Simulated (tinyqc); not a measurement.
A ladder of methods, and size consistency: correlation methods against full CI in the sto-3g basis, for H2O, spin multiplicity 1. Computed by the program tinyqc with PySCF. Command: `OMP_NUM_THREADS=1 python tinyqc.py 115007 115008 out.jsonl`; one thread of a shared host (Intel(R) Xeon(R) Processor @ 2.60GHz), about 1 s.

Geometry (angstrom):
```
atom,x,y,z
O,0.0000,0.0000,0.0000
H,0.0000,0.7070,0.5950
H,0.0000,-0.7140,0.6000
```

RHF energy of one = -74.956478 hartree

All electrons correlated; +Q is the Davidson correction (1 - c0^2) E_corr. The last columns treat two copies 100 angstrom apart as one system. FCI is the lowest singlet.

Correlation energies (hartree):
```
method,E_corr of one,share of FCI (%),E_corr of two at 100 angstrom,two minus twice one (mhartree)
MP2,-0.03388,72.546,-0.06777,0.000
CISD,-0.04611,98.726,-0.09020,2.020
CISD+Q,-0.04717,100.990,-0.09406,0.273
CCSD,-0.04661,99.792,-0.09322,0.000
CCSD(T),-0.04667,99.914,-0.09333,0.000
FCI,-0.04671,100.000,-,-
```

MP2 recovers 73 %, CISD 98.7 % and CCSD 99.8 % of the FCI value (c0^2 = 0.977 in CISD). MP2 and coupled cluster are size consistent, so their last column vanishes; CISD loses 2.02 mhartree, since a double excitation on each copy is a quadruple of the pair, and the Davidson correction leaves +0.27.
